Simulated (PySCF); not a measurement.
Computed with ωB97X-D3(BJ)/def2-TZVP // PBE0-D3(BJ)/def2-TZVP (PySCF 2.14.0). Isolated molecules, 0 K electronic values unless said otherwise. Delta-SCF ions had no search for a lower state. 

Reference species (SMILES): `OC#C` (neutral, multiplicity 1).

| Property | Result |
|---|---|
| S1 oscillator strength | 0.001 |
| vertical ionisation energy (Delta-SCF) | 10.07 eV |
| dipole moment | 1.75 D |

Changed species: `C=C=O`.

**Question.** Predict the effect on the S1 oscillator strength, vertical ionisation energy (Delta-SCF) and dipole moment.

**Answer.** the S1 oscillator strength hardly moves; the vertical ionisation energy (Delta-SCF) falls by 0.25 eV, to 9.82 eV; the dipole moment falls by 0.32 D, to 1.43 D.
